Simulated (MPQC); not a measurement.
**C4H6O (SMILES C1=CCOC1): HF/STO-3G**

What is the energy change on altering one bond length of C4H6O at HF/STO-3G? 

The results are computed with MPQC 2.3.1.

6 further runs of the same task are left out: 2 that didn't finish, 4 set aside as unsound or not needed.

## 1. Starting point

C4H6O: 11 atoms, total charge 0, spin state singlet. As SMILES, `C1=CCOC1`. The coordinates come from a PBE0-D4/def2-TZVP relaxation. This is one conformer, not always the lowest.

Bond lengths: C1–C2 1.323 Å, C2–C3 1.492 Å, C3–O4 1.417 Å, C1–C5 1.492 Å, O4–C5 1.417 Å, C1–H6 1.082 Å, C2–H7 1.082 Å, C3–H8 1.099 Å, C3–H9 1.099 Å, C5–H10 1.099 Å, C5–H11 1.099 Å. Some angles: C1–C2–C3 109.7°, C2–C1–C5 109.7°, C2–C3–O4 105.2°, C3–O4–C5 110.4°, C1–C5–O4 105.2°, C1–C2–H7 126.8°, C3–C2–H7 123.6°, C2–C1–H6 126.8°, C5–C1–H6 123.6°, C2–C3–H8 112.3°.

## 2. The energy at HF/STO-3G

Contents of run.in:

```
% emacs should use -*- KeyVal -*- mode
molecule<Molecule>: (
  symmetry = c1
  unit = angstrom
  { atoms geometry } = {
    C  [ -0.692190       0.810220      -0.313300 ]
    C  [ -0.773390       0.087710       0.792420 ]
    C  [ 0.350430      -0.893240       0.834580 ]
    O  [ 1.088760      -0.662530      -0.352970 ]
    C  [ 0.493210       0.377260      -1.109790 ]
    H  [ -1.364890       1.599520      -0.622030 ]
    H  [ -1.525560       0.169840       1.565930 ]
    H  [ -0.004480      -1.933580       0.858000 ]
    H  [ 0.998480      -0.749030       1.710800 ]
    H  [ 1.216560       1.191520      -1.259010 ]
    H  [ 0.213070       0.002290      -2.104640 ]
  }
)
basis<GaussianBasisSet>: (
  name = "STO-3G"
  molecule = $:molecule
  basisdir = "."
  puream = yes
)
mpqc: (
  checkpoint = no
  savestate = no
  restart = no
  do_energy = yes
  do_gradient = no
  optimize = no
  mole<CLHF>: (
    molecule = $:molecule
    basis = $:basis
    total_charge = 0
    memory = 1000000000
    print_evals = yes
    print_npa = yes
    maxiter = 120
    value_accuracy = 1e-08
    guess_wavefunction<CLHF>: (
      molecule = $:molecule
      total_charge = 0
      memory = 1000000000
      value_accuracy = 1e-3
      basis<GaussianBasisSet>: (
        name = "3-21G"
        molecule = $:molecule
      )
    )
  )
)
```

The basis set STO-3G is read from a file made from the Basis Set Exchange's data (not shown).

The run is started by

```
$ mpqc run.in > run.out
```

Log:

```text
MPQC: Massively Parallel Quantum Chemistry
[...]
  LUMO is    20   A =   0.305709
  total scf energy = -226.9243929458
Value of the MolecularEnergy: -226.9243929458
[...]
      symmetry = c1
[...]
```

Run time: 2.2 s. Hardware: 1 thread of Intel Xeon 6975P-C (Granite Rapids), shared host; peak memory 0.43 GiB.

## 3. The distorted shape, same level

Contents of mol.in:

```
% emacs should use -*- KeyVal -*- mode
molecule<Molecule>: (
    symmetry = c1
    unit = angstrom
    { atoms geometry } = {
        C  [ -0.514733       1.330396      -0.325010 ]
        C  [ -0.595933       0.607886       0.780710 ]
        C  [ 0.527887      -0.373064       0.822870 ]
        O  [ 1.266217      -0.142354      -0.364680 ]
        C  [ 0.670667       0.897436      -1.121500 ]
        H  [ -1.187433       2.119696      -0.633740 ]
        H  [ -1.348103       0.690016       1.554220 ]
        H  [ -0.004480      -1.933580       0.858000 ]
        H  [ 1.175937      -0.228854       1.699090 ]
        H  [ 1.394017       1.711696      -1.270720 ]
        H  [ 0.390527       0.522466      -2.116350 ]
    }
)
basis<GaussianBasisSet>: (
    name = "STO-3G"
    molecule = $:molecule
    basisdir = "."
    puream = yes
)
mpqc: (
    checkpoint = no
    savestate = no
    restart = no
    do_energy = yes
    do_gradient = no
    optimize = no
    mole<CLHF>: (
        molecule = $:molecule
        basis = $:basis
        total_charge = 0
        memory = 1000000000
        print_evals = yes
        print_npa = yes
        maxiter = 120
        value_accuracy = 1e-08
        guess_wavefunction<CLHF>: (
            molecule = $:molecule
            total_charge = 0
            memory = 1000000000
            value_accuracy = 1e-3
            basis<GaussianBasisSet>: (
                name = "STO-3G"
                molecule = $:molecule
            )
        )
    )
)
```

The basis set STO-3G is read from a file made from the Basis Set Exchange's data (not shown).

The run is started by

```
$ mpqc -o mol.out mol.in
```

Log:

```text
MPQC: Massively Parallel Quantum Chemistry
[...]
  LUMO is    20   A =   0.266073
  total scf energy = -226.8094890719
Value of the MolecularEnergy: -226.8094890719
[...]
      symmetry = c1
[...]
```

Run time: 1.7 s. Hardware: 1 thread of Intel Xeon 6975P-C (Granite Rapids), shared host; peak memory 0.43 GiB.

## 4. Results

At HF/STO-3G:

| quantity | value |
| --- | --- |
| first shape: total energy | -226.92439 Eh |
| first shape: HOMO energy | -7.90 eV |
| first shape: LUMO energy | 8.32 eV |
| first shape: HOMO–LUMO gap | 16.22 eV |
| distorted shape: total energy | -226.80949 Eh |
| distorted shape: HOMO energy | -7.31 eV |
| distorted shape: LUMO energy | 7.24 eV |
| distorted shape: HOMO–LUMO gap | 14.55 eV |
| energy change with the C3–H8 bond stretched from 1.099 to 1.649 Å | 3.127 eV |

With the C3–H8 bond stretched from 1.099 to 1.649 Å the energy rises by 3.13 eV (72 kcal/mol). The first shape isn't relaxed at this level, so the change isn't measured from a minimum. The minimal basis adds a large error of its own.
